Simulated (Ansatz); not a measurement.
H2S3, SMILES SSS, a polarisability from point charges

Program: the Python package of Ansatz (0.2.0).

The cells in order, each with its output:

In [1]:
```python
import ansatz as az
import numpy as np
```

In [2]:
```python
geometry_ang = [
    ('S', (-1.519, -0.7571, 0.076)),
    ('S', (-0.4091, 0.7907, 0.8263)),
    ('S', (1.47, 0.0482, 0.79)),
    ('H', (-1.3237, -0.4677, -1.2486)),
    ('H', (1.8316, 0.3122, -0.4852)),
]
molecule = az.Crystal.molecule()
for symbol, xyz in geometry_ang:
    molecule = molecule.atom(symbol, xyz)
```

In [3]:
```python
calc = molecule.calculation()
calc = calc.basis(gaussian='aug-cc-pVDZ').correlation('mp2')
calc = calc.forces()
# charges +q and -q at -R and +R make a nearly even field 2 k q / R^2 at the centre
centre = np.mean([site.position_ang for site in molecule.cartesian_sites], axis=0)
field = 2 * 14.399645 * 3.0 / 40.0 ** 2
```

In [4]:
```python
def dipole(axis, sign):
    arm = 40.0 * np.eye(3)[axis]
    pair = [{'charge': sign * 3.0, 'position_ang': (centre - arm).tolist()}, {'charge': -sign * 3.0, 'position_ang': (centre + arm).tolist()}]
    deck = calc.input().set(az.key.basis.gaussian.point_charges, pair)
    return np.array(az.Session.from_dict(deck).plan().execute().report['charge_distribution']['dipole_moment_e_ang'])
```

In [5]:
```python
print(f'field {field:.4f} V/A')
alpha = np.array([(dipole(axis, 1) - dipole(axis, -1)) / (2 * field) * 14.399645 for axis in range(3)])
print('polarisability tensor (A^3)')
print(np.array2string(alpha, precision=3, suppress_small=True))
print(f'mean {np.trace(alpha) / 3:.3f} A^3 = {np.trace(alpha) / 3 / 0.14818471:.2f} bohr^3')
```
```text
field 0.0540 V/A
polarisability tensor (A^3)
[[12.161  0.912  0.859]
 [ 0.906  8.53   0.781]
 [ 0.855  0.782  8.031]]
mean 9.574 A^3 = 64.61 bohr^3
```

The geometry is a force-field or estimated start, not a minimum of this method, and the basis set is short of its limit. The field of two point charges is only nearly even. Timing: 25 s on 1 thread of Arm Neoverse V2, with other jobs on the host, peak memory 0.29 GiB.
